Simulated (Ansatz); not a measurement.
## Band transport in TaSb

Computed with DFT PBEsol, scalar-relativistic, plane waves, PAW in Ansatz. Plane waves to 420 eV; Γ-centred k mesh 14×14×14; Fermi-Dirac smearing of 0.15 eV. No spin polarisation.

Relaxed structure:
```
Ta Sb
1.0
     0.00000    2.79429    2.79429
     2.79429    0.00000    2.79429
     2.79429    2.79429    0.00000
Ta Sb
1 1
Direct
  0.50000 0.50000 0.50000
  0.00000 0.00000 0.00000
```

The cell was built by swapping an element in a database structure (itself possibly hypothetical) and relaxing; it need not be the stable form of this composition. In a metal these results depend on the k mesh and the smearing. Spin–orbit coupling is left out, which matters for heavy elements.

Constant relaxation time and rigid bands. The levels are interpolated over the whole zone and filled by a Fermi function at the stated temperature, with the chemical potential set by the electron count. Seebeck coefficients of a few μV/K are small differences and uncertain even in sign.

Question: Give the Drude plasma energies, the density of states at the chemical potential and σ/τ at 300 K.

Answer:
```json
{"Plasma energy xx, yy, zz": "5.14, 5.14, 5.14 eV", "Density of states (thermally broadened)": "1.76 states/eV/cell", "Conductivity over τ, xx, yy, zz": "5.4, 5.4, 5.4 ×10²⁰ (Ω·m·s)⁻¹"}
```

Question: And the Seebeck coefficient (μV/K)?

Answer:
| T (K) | Sxx | Syy | Szz |
| --- | --- | --- | --- |
| 300 | 10.1 | 10.1 | 10.1 |
| 600 | 15.5 | 15.5 | 15.5 |
| 900 | 13.6 | 13.6 | 13.6 |